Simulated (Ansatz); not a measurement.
Relative stability

Two relaxed structures of Si$_{2}$H$_{4}$F (charge +1), closed shell (PBE0-D4/def2-TZVP; forces vanish, vibrations not checked).

A:

| atom | x (Å) | y (Å) | z (Å) |
| --- | --- | --- | --- |
| F1 | -1.9407 | -0.4045 | 0.3789 |
| Si2 | -0.8559 | -0.0631 | -0.7227 |
| Si3 | 1.0652 | 0.0987 | 0.7437 |
| H4 | -0.6016 | -1.1860 | -1.6412 |
| H5 | -1.0509 | 1.2675 | -1.3231 |
| H6 | 1.4723 | 1.3422 | 1.4376 |
| H7 | 1.9117 | -1.0548 | 1.1266 |

B:

```
7
angstrom
F -0.9129 -0.2612 0.7244
Si -0.5100 0.0398 -1.0277
Si 0.8802 0.0661 0.7339
H -0.7963 -1.2180 -1.7353
H -1.2487 1.2518 -1.4151
H 1.0676 1.2956 1.5200
H 1.5201 -1.1742 1.1998
```

Computed with Ansatz 0.2.0 (basis: def2-TZVPP); correlated methods freeze the cores. B3LYP uses VWN-RPA correlation.

Question: Which structure is lower at CCSD(T), and by how much? (An estimate is asked for; the value comes from the calculation.)

Answer: Computed: B, by 2.2 kJ/mol (electronic energy, against the other); a gap this small isn't resolved in one triple-zeta basis. By their contacts, A is Si₂H₄F ([F][SiH2][SiH2]), total charge +1 and B is Si₂H₄F ([F]1[SiH2][SiH2]1), total charge +1.

Question: Do the other methods give the same order? (Judge from chemistry; the calculation decides.)

Answer: The calculation gives: Not all: HF, CCSD give the other order.

| method | E(B) − E(A) (kJ/mol) |
| --- | --- |
| PBE-D4 | -16.7 |
| r2SCAN-D4 | -16.6 |
| PBE0-D4 | -9.8 |
| B3LYP-D4 | -2.6 |
| wB97M-V | -11.6 |
| HF | 26.7 |
| MP2 | -4.8 |
| CCSD | 2.9 |
| CCSD(T) | -2.2 |

The T1 diagnostic stays at or below 0.014.

Labels in which every atom is bracketed show which atoms are joined, not bond orders.

For scale, one of the runs: CCSD(T)/def2-TZVPP, 171 basis functions, launched by `ansatz run in.yaml --threads 2 --pin off --events-out ev --progress --plain --max-ram 4352MiB`. The run took 21 s on 2 CPU threads of an Arm Neoverse V2 (shared host), with 1.3 GiB of host memory at its peak.
